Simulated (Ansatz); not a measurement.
We consider rock-salt KCl, described by G0W0@PBE (hard PAW, contour deformation; Ansatz, a first-principles code).

The cell has the measured lattice parameters. Conventional cell: a = 6.2929 Å, b = 6.2929 Å, c = 6.2929 Å, α = 90.00°, β = 90.00°, γ = 90.00°.

The quasiparticle gap at Γ at a fixed k mesh 4×4×4:

```csv
response cutoff,value (eV)
"150 eV, 477 empty bands",7.964
"200 eV, 735 empty bands",8.022
"250 eV, 1027 empty bands",8.051
"300 eV, 1350 empty bands",8.070
```

Taking the value to converge with the response cutoff E as E^(−3/2), extrapolate from the last two rows.

With y = y∞ + c/w and weights w = 3953 and 5196 for the last two rows, y∞ = (w2 y2 − w1 y1)/(w2 − w1) = (5196 × 8.070 − 3953 × 8.051)/1243 = 8.130 eV, which lies 0.060 beyond the last row. Successive pairs of rows give 8.130, 8.124, 8.130. The limit also hangs on the law assumed, so its last digits aren't firm.

The other settings are not extrapolated, so this is the limit in one setting alone.
